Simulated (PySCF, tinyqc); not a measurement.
Inside a calculation. Method: CID on RHF in the sto-6g basis, frozen core, for LiH, spin multiplicity 1. The lowest restricted solution is unstable here: a spin-polarised one lies 0.0485 hartree lower (PySCF). Computed by tinyqc, a small Python program that keeps every step (integrals from PySCF). Settings: charge = 0, multiplicity = 1, basis = sto-6g, method = RHF, frozen orbitals = 1, energy threshold = 1e-10, iteration cap = 50, orthogonalisation = symmetric, start = core, DIIS depth = 6, ci = CID, davidson = 1. Command: `OMP_NUM_THREADS=1 python tinyqc.py 22384 22385 out.jsonl` (the two numbers bound the seeds that draw the settings). One thread of a shared host (Intel(R) Xeon(R) Processor @ 2.60GHz), about 0.1 s of CPU time with the checks. The early iterations of the SCF are left out here.

## One-electron integrals

Geometry (angstrom):
```
atom        x        y        z
Li    0.00000  0.00000  0.00000
H     0.00000  0.00000  2.71900
```

Basis sto-6g: exponents (1/bohr^2) and contraction coefficients of normalised primitives:
```
element  l (shell)   exponent  coefficient
Li           s (1)  167.17585      0.00916
Li           s (1)   30.65151      0.04936
Li           s (1)    8.57519      0.16854
Li           s (1)    2.94581      0.37056
Li           s (1)    1.14394      0.41649
Li           s (1)    0.47114      0.13033
Li           s (2)    6.59756     -0.01325
Li           s (2)    1.30583     -0.04699
Li           s (2)    0.40585     -0.03379
Li           s (2)    0.15615      0.25024
Li           s (2)    0.06781      0.59512
Li           s (2)    0.03108      0.24071
Li           p (3)    6.59756      0.00376
Li           p (3)    1.30583      0.03768
Li           p (3)    0.40585      0.17390
Li           p (3)    0.15615      0.41804
Li           p (3)    0.06781      0.42586
Li           p (3)    0.03108      0.10171
H            s (1)   35.52322      0.00916
H            s (1)    6.51314      0.04936
H            s (1)    1.82214      0.16854
H            s (1)    0.62596      0.37056
H            s (1)    0.24308      0.41649
H            s (1)    0.10011      0.13033
```

Overlap, kinetic and nuclear-attraction integrals over the contracted functions; the nuclear repulsion is the sum of Za Zb / Rab.

nuclear repulsion = 0.5838660 hartree

overlap S, order 1Li 1s, 1Li 2s, 1Li 2px, 1Li 2py, 1Li 2pz, 2H 1s:
```
[[1.00000, 0.23574, 0.00000, 0.00000, 0.00000, 0.00570],
 [0.23574, 1.00000, 0.00000, 0.00000, 0.00000, 0.16436],
 [0.00000, 0.00000, 1.00000, 0.00000, 0.00000, 0.00000],
 [0.00000, 0.00000, 0.00000, 1.00000, 0.00000, 0.00000],
 [0.00000, 0.00000, 0.00000, 0.00000, 1.00000, 0.24830],
 [0.00570, 0.16436, 0.00000, 0.00000, 0.24830, 1.00000]]
```

kinetic energy T (hartree), order 1Li 1s, 1Li 2s, 1Li 2px, 1Li 2py, 1Li 2pz, 2H 1s:
```
[[3.61674, -0.11072, 0.00000, 0.00000, 0.00000, -0.00272],
 [-0.11072, 0.10652, 0.00000, 0.00000, 0.00000, 0.00052],
 [0.00000, 0.00000, 0.32001, 0.00000, 0.00000, 0.00000],
 [0.00000, 0.00000, 0.00000, 0.32001, 0.00000, 0.00000],
 [0.00000, 0.00000, 0.00000, 0.00000, 0.32001, 0.01533],
 [-0.00272, 0.00052, 0.00000, 0.00000, 0.01533, 0.76852]]
```

nuclear attraction V (hartree), order 1Li 1s, 1Li 2s, 1Li 2px, 1Li 2py, 1Li 2pz, 2H 1s:
```
[[-8.26177, -0.87424, 0.00000, 0.00000, -0.00589, -0.02145],
 [-0.87424, -1.39220, 0.00000, 0.00000, -0.06392, -0.22555],
 [0.00000, 0.00000, -1.37759, 0.00000, 0.00000, 0.00000],
 [0.00000, 0.00000, 0.00000, -1.37759, 0.00000, 0.00000],
 [-0.00589, -0.06392, 0.00000, 0.00000, -1.42124, -0.34410],
 [-0.02145, -0.22555, 0.00000, 0.00000, -0.34410, -1.82341]]
```

core Hamiltonian H = T + V (hartree), order 1Li 1s, 1Li 2s, 1Li 2px, 1Li 2py, 1Li 2pz, 2H 1s:
```
[[-4.64502, -0.98497, 0.00000, 0.00000, -0.00589, -0.02417],
 [-0.98497, -1.28567, 0.00000, 0.00000, -0.06392, -0.22503],
 [0.00000, 0.00000, -1.05758, 0.00000, 0.00000, 0.00000],
 [0.00000, 0.00000, 0.00000, -1.05758, 0.00000, 0.00000],
 [-0.00589, -0.06392, 0.00000, 0.00000, -1.10123, -0.32877],
 [-0.02417, -0.22503, 0.00000, 0.00000, -0.32877, -1.05489]]
```

## Two-electron integrals

Functions are numbered as in S; the eight-fold symmetry (ij|kl) = (ji|kl) = (kl|ij) leaves the list below.

Two-electron integrals (ij|kl) in chemists' order, unique and non-zero (hartree):
```
(11|11) 1.68125    (21|11) 0.24260    (21|21) 0.04451    (22|11) 0.39719
(22|21) 0.09028    (22|22) 0.29062    (31|31) 0.00944    (32|31) 0.01426
(32|32) 0.06424    (33|11) 0.39719    (33|21) 0.09028    (33|22) 0.29062
(33|33) 0.31312    (41|41) 0.00944    (42|41) 0.01426    (42|42) 0.06424
(43|43) 0.01688    (44|11) 0.39719    (44|21) 0.09028    (44|22) 0.29062
(44|33) 0.27937    (44|44) 0.31312    (51|51) 0.00944    (52|51) 0.01426
(52|52) 0.06424    (53|53) 0.01688    (54|54) 0.01688    (55|11) 0.39719
(55|21) 0.09028    (55|22) 0.29062    (55|33) 0.27937    (55|44) 0.27937
(55|55) 0.31312    (61|11) 0.00561    (61|21) 0.00102    (61|22) 0.00214
(61|33) 0.00211    (61|44) 0.00211    (61|51) 0.00014    (61|52) 0.00030
(61|55) 0.00220    (61|61) 2.60e-05   (62|11) 0.04100    (62|21) 0.00959
(62|22) 0.03699    (62|33) 0.03484    (62|44) 0.03484    (62|51) 0.00140
(62|52) 0.01145    (62|55) 0.04128    (62|61) 0.00027    (62|62) 0.01161
(63|31) 0.00043    (63|32) 0.00267    (63|53) 0.00127    (63|63) 0.00044
(64|41) 0.00043    (64|42) 0.00267    (64|54) 0.00127    (64|64) 0.00044
(65|11) 0.05925    (65|21) 0.01392    (65|22) 0.05467    (65|33) 0.05110
(65|44) 0.05110    (65|51) 0.00219    (65|52) 0.01802    (65|55) 0.06181
(65|61) 0.00040    (65|62) 0.01825    (65|65) 0.02878    (66|11) 0.19462
(66|21) 0.04588    (66|22) 0.19092    (66|33) 0.17751    (66|44) 0.17751
(66|51) 0.00589    (66|52) 0.06184    (66|55) 0.21774    (66|61) 0.00131
(66|62) 0.08368    (66|65) 0.13422    (66|66) 0.77500
```

## Orthogonalisation

S = U s U^T; symmetric (Loewdin) form X = U s^(-1/2) U^T, so that X^T S X = 1.

eigenvalues of S: [0.66459, 0.82419, 1.00000, 1.00000, 1.17057, 1.34065]

X, order 1Li 1s, 1Li 2s, 1Li 2px, 1Li 2py, 1Li 2pz, 2H 1s:
```
[[1.02206, -0.12408, 0.00000, 0.00000, -0.00279, 0.01309],
 [-0.12408, 1.03336, 0.00000, 0.00000, 0.01697, -0.08978],
 [0.00000, 0.00000, 1.00000, 0.00000, 0.00000, 0.00000],
 [0.00000, 0.00000, 0.00000, 1.00000, 0.00000, 0.00000],
 [-0.00279, 0.01697, 0.00000, 0.00000, 1.02475, -0.13163],
 [0.01309, -0.08978, 0.00000, 0.00000, -0.13163, 1.03592]]
```

## Iteration 8 (converged): orbitals

converged F (hartree), order 1Li 1s, 1Li 2s, 1Li 2px, 1Li 2py, 1Li 2pz, 2H 1s:
```
[[-2.41911, -0.62263, 0.00000, 0.00000, 0.01185, -0.01529],
 [-0.62263, -0.18560, 0.00000, 0.00000, -0.03605, -0.14755],
 [0.00000, 0.00000, 0.15177, 0.00000, 0.00000, 0.00000],
 [0.00000, 0.00000, 0.00000, 0.15177, 0.00000, 0.00000],
 [0.01185, -0.03605, 0.00000, 0.00000, 0.09305, -0.14707],
 [-0.01529, -0.14755, 0.00000, 0.00000, -0.14707, -0.05502]]
```

Diagonalise F' = X^T F X, C = X C', fill 2 alpha and 2 beta electrons from the bottom; D = 2 C_occ C_occ^T. Each column has its largest component positive (the first on a tie).

F' = X^T F X (hartree):
```
[[-2.37201, -0.33844, 0.00000, 0.00000, 0.01070, 0.02444],
 [-0.33844, -0.05002, 0.00000, 0.00000, -0.00581, -0.14562],
 [0.00000, 0.00000, 0.15177, 0.00000, 0.00000, 0.00000],
 [0.00000, 0.00000, 0.00000, 0.15177, 0.00000, 0.00000],
 [0.01070, -0.00581, 0.00000, 0.00000, 0.13575, -0.16435],
 [0.02444, -0.14562, 0.00000, 0.00000, -0.16435, 0.00837]]
```

orbital energies (hartree): [-2.42038, -0.19323, 0.06173, 0.15177, 0.15177, 0.27397]

coefficients C, order 1Li 1s, 1Li 2s, 1Li 2px, 1Li 2py, 1Li 2pz, 2H 1s:
```
[[0.99428, -0.14231, -0.20713, 0.00000, 0.00000, -0.09193],
 [0.02320, 0.53904, 0.80364, 0.00000, 0.00000, 0.39324],
 [0.00000, 0.00000, 0.00000, 0.97261, -0.23245, 0.00000],
 [0.00000, 0.00000, 0.00000, 0.23245, 0.97261, 0.00000],
 [-0.00417, 0.29929, -0.54566, 0.00000, 0.00000, 0.82486],
 [-0.00103, 0.65157, -0.29876, 0.00000, 0.00000, -0.76478]]
```

D after iteration 8, order 1Li 1s, 1Li 2s, 1Li 2px, 1Li 2py, 1Li 2pz, 2H 1s:
```
[[2.01767, -0.10728, 0.00000, 0.00000, -0.09348, -0.18749],
 [-0.10728, 0.58221, 0.00000, 0.00000, 0.32247, 0.70239],
 [0.00000, 0.00000, 0.00000, 0.00000, 0.00000, 0.00000],
 [0.00000, 0.00000, 0.00000, 0.00000, 0.00000, 0.00000],
 [-0.09348, 0.32247, 0.00000, 0.00000, 0.17918, 0.39002],
 [-0.18749, 0.70239, 0.00000, 0.00000, 0.39002, 0.84908]]
```

Within a degenerate level the vectors are fixed only up to a rotation; this is one choice.

## Convergence

Stop when the energy changes by less than 1e-10 hartree and every element of the error matrix X^T (F D S - S D F) X is below 3e-06.

Course of the cycle:
```
iteration  E (hartree)     change  largest element of the error matrix
1           -7.6510669          -                             2.37e-01
2           -7.8223037  -1.71e-01                             7.64e-02
3           -7.8323762  -1.01e-02                             6.56e-03
4           -7.8326318  -2.56e-04                             3.99e-03
5           -7.8327205  -8.86e-05                             4.41e-04
6           -7.8327209  -4.53e-07                             1.95e-05
7           -7.8327209  -1.58e-09                             2.39e-06
8           -7.8327209  -2.81e-11                             1.17e-07
```

PySCF RHF in the same basis = -7.8327209 hartree

Converged in 8 iterations.

## Integrals over molecular orbitals

(pq|rs) = sum C_ip C_jq C_kr C_ls (ij|kl), one index at a time.

one-electron integrals over orbitals h = C^T H C (hartree):
```
[[-4.63803, 0.09860, 0.16006, 0.00000, 0.00000, 0.04853],
 [0.09860, -1.16495, -0.01579, 0.00000, 0.00000, -0.07818],
 [0.16006, -0.01579, -1.07116, 0.00000, 0.00000, -0.01100],
 [0.00000, 0.00000, 0.00000, -1.05758, 0.00000, 0.00000],
 [0.00000, 0.00000, 0.00000, 0.00000, -1.05758, 0.00000],
 [0.04853, -0.07818, -0.01100, 0.00000, 0.00000, -1.02695]]
```

Two-electron integrals over orbitals (pq|rs), unique and non-zero (hartree); the lowest 1 orbital is frozen and left out:
```
(22|22) 0.41978    (32|22) -0.07613   (32|32) 0.04014    (33|22) 0.21439
(33|32) 0.01895    (33|33) 0.31137    (42|42) 0.02066    (43|42) 0.02240
(43|43) 0.04139    (44|22) 0.22304    (44|32) 0.02672    (44|33) 0.27390
(44|44) 0.31312    (52|52) 0.02066    (53|52) 0.02240    (53|53) 0.04139
(54|54) 0.01688    (55|22) 0.22304    (55|32) 0.02672    (55|33) 0.27390
(55|44) 0.27937    (55|55) 0.31312    (62|22) -0.10080   (62|32) 0.06221
(62|33) 0.01088    (62|44) 0.04823    (62|55) 0.04823    (62|62) 0.13173
(63|22) 0.07201    (63|32) -0.03364   (63|33) -0.03682   (63|44) -0.01619
(63|55) -0.01619   (63|62) -0.04871   (63|63) 0.04482    (64|42) 0.01618
(64|43) 0.00911    (64|64) 0.01758    (65|52) 0.01618    (65|53) 0.00911
(65|65) 0.01758    (66|22) 0.37818    (66|32) -0.04995   (66|33) 0.24336
(66|44) 0.25054    (66|55) 0.25054    (66|62) -0.05908   (66|63) 0.04569
(66|66) 0.36672
```

## CID: determinants and Hamiltonian

one-electron integrals dressed by the frozen orbital, h + 2 (pq|11) - (p1|1q) (hartree), order 2, 3, 4, 5, 6:
```
[[-0.61301, 0.07613, 0.00000, 0.00000, 0.10080],
 [0.07613, -0.32691, 0.00000, 0.00000, -0.08182],
 [0.00000, 0.00000, -0.27365, 0.00000, 0.00000],
 [0.00000, 0.00000, 0.00000, -0.27365, 0.00000],
 [0.10080, -0.08182, 0.00000, 0.00000, -0.35066]]
```

energy of the frozen orbital, 2 h_11 + (11|11) = -7.6103467 hartree

Hartree-Fock energy = -7.8327209 hartree

Slater-Condon rules over spin orbitals, with the nuclear repulsion and the energy of the frozen orbital added and E(HF) subtracted on the diagonal. Only determinants linked to the reference directly or through others are kept (one block of an abelian symmetry group), so some states are absent.

Occupation strings over the orbitals (2 doubly, a alpha, b beta, 0 empty; spin orbitals ordered 1a 1b 2a 2b ...): 220000 202000 20a00b 200200 200020 20b00a 200002

H - E(HF) between determinants (hartree), order 220000, 202000, 20a00b, 200200, 200020, 20b00a, 200002:
```
[[0.00000, 0.04014, 0.06221, 0.02066, 0.02066, -0.06221, 0.13173],
 [0.04014, 0.46379, -0.11864, 0.04139, 0.04139, 0.11864, 0.04482],
 [0.06221, -0.11864, 0.37202, 0.00911, 0.00911, -0.04482, -0.03612],
 [0.02066, 0.04139, 0.00911, 0.57206, 0.01688, -0.00911, 0.01758],
 [0.02066, 0.04139, 0.00911, 0.01688, 0.57206, -0.00911, 0.01758],
 [-0.06221, 0.11864, -0.04482, -0.00911, -0.00911, 0.37202, 0.03612],
 [0.13173, 0.04482, -0.03612, 0.01758, 0.01758, 0.03612, 0.47163]]
```

## CID: roots

Diagonalise (each vector has its largest component positive (the first on a tie)); all determinants have Ms = 0, so triplets appear too. The lowest singlet root is the correlation energy.

lowest roots of this matrix, relative to E(HF) (hartree): [-0.06266, 0.28461, 0.32720, 0.47794, 0.55519, 0.57720, 0.66410]

lowest vectors, order 220000, 202000, 20a00b, 200200, 200020, 20b00a, 200002:
```
[[0.93176, 0.23101, 0.00000, 0.25840],
 [-0.12535, 0.66769, 0.00000, -0.24520],
 [-0.16969, 0.47684, 0.70711, 0.18085],
 [-0.01032, -0.12845, 0.00000, -0.12584],
 [-0.01032, -0.12845, 0.00000, -0.12584],
 [0.16969, -0.47684, 0.70711, -0.18085],
 [-0.24148, -0.11440, 0.00000, 0.88092]]
```

<S^2> of these roots: [0.00000, 0.00000, 2.00000, 0.00000, 0.00000, 0.00000, 0.00000]

weight of the ground state by excitation level 0, 1, 2, ...: [0.86817, 0.00000, 0.13183]

The reference has a weight of only 0.87: one determinant is a poor start here.

## The lowest root by the Davidson method

Start from the reference; add the residual divided by (theta - H_ii), orthogonalised, at each step.

Davidson iterations:
```
iteration  subspace  lowest Ritz value (hartree)  residual norm
1                 1                            0       1.66e-01
2                 2                   -0.0610406       2.67e-02
3                 3                   -0.0626227       4.28e-03
4                 4                   -0.0626542       8.88e-04
5                 5                   -0.0626554       1.66e-16
```
